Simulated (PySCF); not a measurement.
# C3HF3: the cost of one run

The runs use PySCF 2.14.0, with density-fitted response routines of our own; the level of theory stands in each step. All values are computed, except where a source is named. Atoms count from 0, in the outputs and in this text.

### 1 Starting geometry

7 atoms, charge 0, multiplicity 1; geometry from: GFN2-xTB. The atoms were then displaced at random by about 0.01 Å, so the start is not that level's minimum.

Bonds of the start (Å): C0–C1 1.22, C1–C2 1.47, C2–F3 1.31, C2–F4 1.33, C2–F5 1.34, C0–H6 1.04.

### 2 Geometry optimisation at PBE0-D3(BJ)/def2-TZVP

The job: settings as JSON, then the geometry in Å.

```
{"job": {"xc": "PBE0", "basis": "def2-TZVP", "d3": "d3bj", "grid": 2, "shake": 0.01, "kind": "geom"}, "charge": 0, "multiplicity": 1}
C      1.767470    -0.163180     0.017990
C      0.549130    -0.047970    -0.000240
C     -0.918700     0.069520    -0.021580
F     -1.413480    -0.627220    -1.019880
F     -1.451750    -0.385880     1.113420
F     -1.302910     1.348170    -0.164230
H      2.804180    -0.222540     0.024590
```

Launch:

```bash
> OMP_NUM_THREADS=2 python probes_run.py task.json out
```

The driver reads the jobs from task.json and runs them one after another.

**Question.** How long does this first job take on 2 threads of Intel Xeon at 2.50GHz, shared host, and how much memory does it need?

About 3.1 min, with a peak of 0.82 GiB.
